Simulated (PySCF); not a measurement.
**Peak assignment**

Structure with atom numbers: `[N:1]#[C:2][C@H:3]1[CH:4]=[N:5]1`. Each H is labelled by its parent atom.

- GFN2-xTB geometry
- shielding tensors at PBE0/pcSseg-1 (GIAO)
- J: B3LYP/pcJ-1
- run in PySCF 2.14.0 with density-fitted response routines
- single conformer, non-relativistic, isolated molecule

Chemical shifts δ = σref − σ; 13C, 1H vs TMS, all at this level.

Question: Assign these signals to the numbered atoms. 13C{1H} NMR (computed): δ 167.5 (CH), 125.3 (C), 8.9 (CH).

Answer: 
167.5 → C4, C=N carbon
125.3 → C2, nitrile carbon: typical of a nitrile
8.9 → C3, three-membered-ring carbon

Question: Assign these signals to the numbered atoms. 1H NMR (300 MHz, computed): δ 10.01 (d, J = 2.1 Hz, 1H), 1.81 (d, J = 2.1 Hz, 1H).

Answer: 
| δ (ppm) | atoms | environment | reason |
| --- | --- | --- | --- |
| 10.01 | H(C4) | hydrogen on a C=N carbon | – |
| 1.81 | H(C3) | hydrogen on a three-membered-ring carbon | – |

Multiplet labels drop couplings under 1 Hz and merge nearly equal ones. Unscaled 3J(H,H) at this level run about 10 % above measured values. Shifts are as computed. Against solution values, carbons near 30 ppm lie about +3 ppm off and those near 130 ppm about +5 ppm. Of 1211 compounds with measured shifts, 218 miss one by over three times the rms of a fit or turn the order of signals round; such compounds aren't used in these exercises.
